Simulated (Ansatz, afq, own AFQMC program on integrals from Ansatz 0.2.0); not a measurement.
## Atomization energy of N$_{2}$H$_{2}$, singlet

```xyz
4

N     0.0000   -0.1891    0.5853
N     0.0000    0.1891   -0.5853
H     0.0000    0.6598    1.1746
H     0.0000   -0.6598   -1.1746
```

Connectivity, by distances: NH–NH.

Atoms in their ground-state spins without spin–orbit coupling (mostly on UHF) minus the molecule (RHF), without zero-point energy. The geometry is a stationary point, not shown to be a minimum.

Basis cc-pVDZ. Only valence electrons are correlated. Integrals, coupled cluster, full CI and functionals: Ansatz 0.2.0; the random walks run on the same integrals in our own AFQMC program. The CISD trial takes its coefficients from CCSD amplitudes. Released means that phaseless walkers are propagated on without the constraint, phases kept. Free AFQMC starts from the CCSD state and is never constrained. Its projection time is finite, and what remains of the start isn't in its error. ± is one standard error of the sampling. The errors of all members are added in quadrature.

No full CI on the walks' own integrals is used here; CCSDT(Q) serves as the reference and is uncertain by about the last step of the cluster series. Each member takes its own surest rung, up to full CI.

The best estimate is CCSD(T) at the basis-set limit (CBS: def2-TZVPP and def2-QZVPP, with their diffuse functions for anions and beside diffuse sets, CCSD(T) itself extrapolated) plus the step from CCSD(T) to CCSDT(Q) in cc-pVDZ. Rows without CBS are in cc-pVDZ; B2PLYP and the wave-function rows carry a basis error of their own. Core correlation and relativity beyond core potentials are missing, and ± holds the sampling alone.

Cautions: N₂H₂ (singlet): restricted determinant unstable towards unrestricted (UHF 21 meV lower, ⟨S²⟩ 0.14), the ph-AFQMC/CISD walk drifts between its halves (2.2 errors); other spins of the molecule weren't checked.

```tsv
level	atomization energy (eV)
HF	6.178
MP2	11.256
CCSD	10.894
```

(1) From these cheaper values, estimate the atomization energy at the level of the best estimate.

(1) 12.833 eV (best estimate, highest rung CCSDT(Q)).

| level | atomization energy (eV) | error against the best estimate (eV) |
| --- | --- | --- |
| CCSD(T) | 11.169 | -1.663 |
| CCSDT | 11.171 | -1.662 |
| CCSDT(Q) | 11.202 | -1.630 |
| ph-AFQMC/CISD | 11.190 ± 0.026 | -1.643 ± 0.026 |
| released AFQMC | 11.163 ± 0.029 | -1.670 ± 0.029 |
| free AFQMC | 11.203 ± 0.034 | -1.630 ± 0.034 |
| HF/CBS | 6.573 | -6.260 |
| MP2/CBS | 12.982 | 0.150 |
| CCSD(T)/CBS | 12.800 | -0.032 |

Correlation beyond CCSD(T) adds 0.032 eV. Going to the basis-set limit adds 1.631 eV at CCSD(T). The perturbative (T) step is worth +0.276 eV.

Best estimates are given only where the step beyond CCSD(T) is under 0.3 eV and no member's determinant is very poor (T1 over 0.05, or 0.07 for open shells, ⟨S²⟩ too high by 0.3, two states mixed), so the hardest cases are missing from such tables.

CCSDT and higher add their correlation energy to the determinant of the CCSD(T) run, since their own runs factorise the integrals more tightly (a shift of under 2 meV). Free projections are given only where their last times agree within the noise and don't stop above the reference; a slow remainder of the start can still hide under it. Each member of a difference takes its own highest rung, so a best estimate needn't equal the limit plus the step of one row. A walk keeps the symmetry of its determinant, which the program's search chose and which needn't be the lowest solution, so a lower state of the same spin and another symmetry isn't excluded. Released energies are given only where the last usable release times agree within the noise; a slower fall can still hide under it.
